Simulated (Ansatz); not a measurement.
Cohesive energy (eV/atom) along a series of related solids, from LDA (Ansatz, an electronic-structure program, plane waves, PAW); r²SCAN (Ansatz, PAW).

```tsv
solid	LDA	r²SCAN	measured
hcp Be	4.23	3.80	3.32
hcp Mg	1.77	1.71	1.51
fcc Ca	2.20	2.08	1.86
fcc Sr	1.89	1.79	1.73
bcc Ba	2.24	2.04	1.91
```

r²SCAN less measured, from the printed values: hcp Be +0.48 eV/atom, hcp Mg +0.20 eV/atom, fcc Ca +0.22 eV/atom, fcc Sr +0.06 eV/atom, bcc Ba +0.13 eV/atom.

Members of the series are missing where a level wasn't run or failed, where a doubt is noted on the run or the magnetic state, for phases of high temperature or layered ones, and where values are held back for tests.

Spin–orbit coupling is left out, also for the solids with elements from indium on (bcc Ba); its size isn't shown.

Free atoms are spin-polarised, in the lowest state found; at levels without +SOC their spin–orbit coupling is left out. Each level is taken at its own relaxed cell. Ansatz's density-functional and Hartree–Fock values are scalar-relativistic unless marked +SOC, with PAW data made under PBE.

Measured values are for low temperature or corrected to a static lattice. References as tabulated in Kittel's textbook; Mejia-Rodriguez and Trickey (2018), arXiv:1807.09216; Jana et al. (2018), arXiv:1807.00350.
